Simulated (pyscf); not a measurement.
**Routes from H₃C–CH•–Cl (SMILES C[CH]Cl)**

Candidate steps break at most two bonds and form at most two. Each was searched with GFN2-xTB (tblite) first. Single points on ωB97X-D3(BJ)/def2-SVP structures (PySCF, gas phase). Correlated levels are frozen-core, on RHF or UHF. ΔMP2 is the change of the MP2 total energy from the triple- to the quadruple-zeta basis. Energies: CCSD(T)/def2-TZVPP + ΔMP2(QZVPP), kcal/mol, from the reactant's lowest minimum found, doublet surface.

| products | type | ΔE‡ | ΔE | ΔG‡ 298 K | ΔG‡ 900 K | ν‡ (cm⁻¹) |
|---|---|---|---|---|---|---|
| •H₂C–CH₂–Cl | hydrogen shift | 47.6 | +4.0 | 44.9 | 45.8 | 2028i |
| •HC=CH₂ + HCl | elimination | 71.5 | +34.4 | 67.0 | 66.9 | 1448i |

Plain bond fissions and candidates not yet searched are not listed, and one of them may be faster. Each barrier is that of the saddle found; lower ones may exist. The CCSD(T) − MP2 part came from Ansatz, without density fitting, on the same reference. A UHF reference is spin-contaminated (<S²> up to 0.96), which harms MP2 most.
